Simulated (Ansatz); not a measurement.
# B2H4O: ionisation energy by level of theory

Aim: the vertical ionisation energy of B2H4O, as cation minus neutral at the neutral's geometry, on several levels, and how well −ε(HOMO) stands in for it.

Program: Ansatz 0.2.0, Gaussian basis. Level of theory: unrestricted cation, the program's frozen cores in correlated methods. These are calculated values, not measurements.

The runs, in order: UKS PBE-D4/def2-TZVPP; UKS r2SCAN-D4/def2-TZVPP; UKS PBE0-D4/def2-TZVPP; UKS B3LYP-D4/def2-TZVPP; UKS wB97X-V/def2-TZVPP; UKS wB97M-V/def2-TZVPP; UKS B2PLYP/def2-TZVPP; UHF-CCSD(T)/def2-TZVPP; UHF-MP2/def2-QZVPP; extrapolation to the limit; then −ε(HOMO) from the neutral's earlier runs with LDA (SPW92), PBE-D4, revPBE-D4, BLYP-D4, r2SCAN-D4, B97M-V, PBE0-D4, B3LYP-D4, r2SCANh-D4, r2SCAN0-D4, HSE06-D4, BHLYP-D4, CAM-B3LYP-D4, LC-ωPBE, ωB97X-V, ωB97M-V.

1 further run of the same task is left out (it didn't finish).

## 1. The geometry

The geometry comes from an earlier relaxation with PBE0-D4 in a triple-zeta def2 set; it is a stationary point, not always the lowest conformer.

SMILES `BBO`, 7 atoms, charge 0, spin multiplicity 1.

Atoms are counted from 1 here; the program's logs count them from 0.

Bond lengths: B1–B2 1.671 Å, B1–H4 1.200 Å, B1–H5 1.200 Å, B2–O3 1.357 Å, B2–H6 1.214 Å, O3–H7 0.960 Å. Angles: B2–B1–H4 122.0°, B2–B1–H5 122.0°, H4–B1–H5 115.8°, B1–B2–O3 123.3°, B1–B2–H6 118.1°, O3–B2–H6 118.6°, B2–O3–H7 113.4°.

As a file:

| atom | x (Å) | y (Å) | z (Å) |
| --- | --- | --- | --- |
| B1 | -1.00297 | 0.18291 | -0.64254 |
| B2 | 0.32457 | 0.03314 | 0.36084 |
| O3 | 1.39176 | -0.75473 | 0.07351 |
| H4 | -1.97539 | -0.50829 | -0.51698 |
| H5 | -1.08094 | 1.05008 | -1.46781 |
| H6 | 0.33001 | 0.66305 | 1.39839 |
| H7 | 2.07416 | -0.73426 | 0.74899 |

## 2. Cation, UKS PBE-D4/def2-TZVPP

The input, in.yaml:

```yaml
crystal:
  periodic: [false, false, false]
  atoms:
    - {symbol: B, position_ang: [-1.002971, 0.182913, -0.642538]}
    - {symbol: B, position_ang: [0.324573, 0.033139, 0.360837]}
    - {symbol: O, position_ang: [1.391762, -0.754733, 0.073514]}
    - {symbol: H, position_ang: [-1.975391, -0.508287, -0.516977]}
    - {symbol: H, position_ang: [-1.080944, 1.050077, -1.467807]}
    - {symbol: H, position_ang: [0.330014, 0.663048, 1.398386]}
    - {symbol: H, position_ang: [2.074156, -0.734258, 0.748986]}
basis:
  gaussian: {orbitals: def2-TZVPP}
total_charge: 1
magnetization: {spin_polarized: true, initial_magnetization: 1}
hamiltonian: {xc: pbe, dispersion: d4}
```

On the command line:

```
ansatz run in.yaml --threads 2 --pin off --events-out ev --progress --plain --max-ram 4352MiB
```

After this run come: Cation, UKS r2SCAN-D4/def2-TZVPP; Cation, UKS PBE0-D4/def2-TZVPP; Cation, UKS B3LYP-D4/def2-TZVPP; Cation, UKS wB97X-V/def2-TZVPP; Cation, UKS wB97M-V/def2-TZVPP; Cation, UKS B2PLYP (frozen core)/def2-TZVPP; Cation, UHF-CCSD(T)/def2-TZVPP; Cation, UHF-MP2/def2-QZVPP.

Before running them: what should the planned runs give, taken together? Wanted: ionisation energy, CCSD(T)/CBS; nearest functional by difference; nearest −ε(HOMO); −ε(HOMO) of PBE; T1 of the cation.

As calculated:

| quantity | value |
| --- | --- |
| ionisation energy, CCSD(T)/CBS | 10.81 eV |
| nearest functional by difference | ωB97M-V (-0.19 eV) |
| nearest −ε(HOMO) | LC-ωPBE (-0.04 eV) |
| −ε(HOMO) of PBE | 6.57 eV |
| T1 of the cation | 0.028 |

In words: By cation minus neutral, the functionals miss by 0.63 eV at most. −ε(HOMO) of PBE misses by 4.2 eV, since self-interaction lifts the level. Among orbital estimates LC-ωPBE comes nearest. Hartree-Fock falls 0.78 eV short, as the neutral has more correlation energy than the cation.
